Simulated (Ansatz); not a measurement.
Results of PBEsol (Ansatz, a first-principles code, plane waves, PAW) for hcp Mg.

Settings: plane-wave cutoff 500 eV, 18×12×1 k mesh (along the axes of the cell as run), Fermi–Dirac smearing 0.1 eV, scalar-relativistic PAW data made under PBE.

What does this level give for the surface energy of the (10-10) face and work function of the (10-10) face?


* **surface energy of the (10-10) face**: 0.97 J/m²
* **work function of the (10-10) face**: 3.76 eV

The slab of 10 atoms is relaxed and unreconstructed.

Static lattice: no zero-point or thermal effects.
